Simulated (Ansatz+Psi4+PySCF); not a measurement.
A calculation with PySCF 2.14.0.

```python
from pyscf import gto, scf, mp

# the (T+d) and (D+d) sets load through basis_set_exchange
mol = gto.M(atom="""
C 0.023290 1.106640 0.012770
S 0.003610 -0.721320 -0.004260
H 1.067150 1.409070 -0.002530
H -0.479940 1.478700 0.899100
H -0.479740 1.501090 -0.866120
""", basis={'C': 'cc-pvtz', 'H': 'cc-pvtz', 'S': 'cc-pv(t+d)z'}, charge=0, spin=1)
mf = scf.UHF(mol)
mf.kernel()
pt = mp.MP2(mf, frozen=6).run()
print(mf.e_tot, pt.e_corr, pt.e_tot)
```

The script is written out from the run's settings.

Results

```json
{"Converged": "yes", "Reference energy": "-437.15325 hartree", "Correlation energy": "-0.32502 hartree", "Total energy": "-437.47827 hartree", "Spin squared of the determinant": "0.764"}
```

Messages of the program:
```
WARN: HOMO -0.261159768143082 >= LUMO -0.261159768143082
WARN: HOMO -0.261159768143082 >= LUMO -0.261159768143082
```
